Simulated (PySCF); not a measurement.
# CF at PBE0

Computed with PBE0; C 6-311G(d,p), F 6-311G(d,p); no relativity (PySCF 2.14).

| Property | Result |
| --- | --- |
| state | ²Π (doublet), unpaired electrons π ↑ |
| bond length | 1.271 Å |
| harmonic wavenumber | 1333 cm⁻¹ |
| force constant | 7.70 mdyn/Å |
| rotational constant Be | 1.418 cm⁻¹ |
| anharmonicity ωexe | 10.4 cm⁻¹ |
| vibration–rotation constant αe | 0.0178 cm⁻¹ |
| well depth De to C + F | 553 kJ/mol |
| dissociation energy D0 | 546 kJ/mol |
| bond order (Mayer) | 1.30 |
| dipole moment (positive dipole means C(−)F(+)) | 0.74 D |

The state is the lowest determinant that a PBE0 search found; another state may lie lower at other levels.
